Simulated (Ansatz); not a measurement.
**BP+ (sextet): wave-function methods side by side, def2-TZVPP**

The task here is to estimate one member of a computed series from the others.

The runs use Ansatz 0.2.0, Gaussian basis; def2-TZVPP, core rule «outside noble gas», up to 6 orbitals frozen.

Plan: UHF; ROHF; CCSD(T) on UHF.

### What is computed

The geometry is a PBE0/def2-TZVP stationary point (not a proven minimum) of the parent state, kept for this charge and spin.

2 atoms, charge 1, spin multiplicity 6.

Atoms are counted from 1 here; the program's logs count them from 0.

Bond lengths: B1–P2 1.846 Å.

Set-up of the first run:

in.yaml

```yaml
crystal:
  periodic: [false, false, false]
  atoms:
    - {symbol: B, position_ang: [0.000000, 0.000000, 0.000000]}
    - {symbol: P, position_ang: [0.000000, 0.000000, 1.846300]}
basis:
  gaussian: {orbitals: def2-TZVPP}
total_charge: 1
magnetization: {spin_polarized: true, initial_magnetization: 5}
hamiltonian: {xc: hf}
output: {orbitals: {seedname: orbitals}}
```

On the command line:

```sh
> ansatz run in.yaml --threads 1 --pin off --events-out ev --progress --plain --max-ram 4096MiB --backend cpu
```

Among the steps run: UHF; ROHF; CCSD(T) on UHF.

One of the session's tables, all rows but one given; the rest of the session is left out.

It belongs to the step «Misses and costs». 

| method | from UCCSD(T) (kcal/mol) |
| --- | --- |
| ROHF | +78.23 |
| UHF | +77.15 |
| UMP2 | ? |
| UCCSD | +3.22 |
| UCCSD(T) | 0 |

**Question.** Estimate the row for UMP2.

As computed: from UCCSD(T) (kcal/mol): +17.72. In the column «from UCCSD(T) (kcal/mol)» it lies between UCCSD (+3.22) and UHF (+77.15).
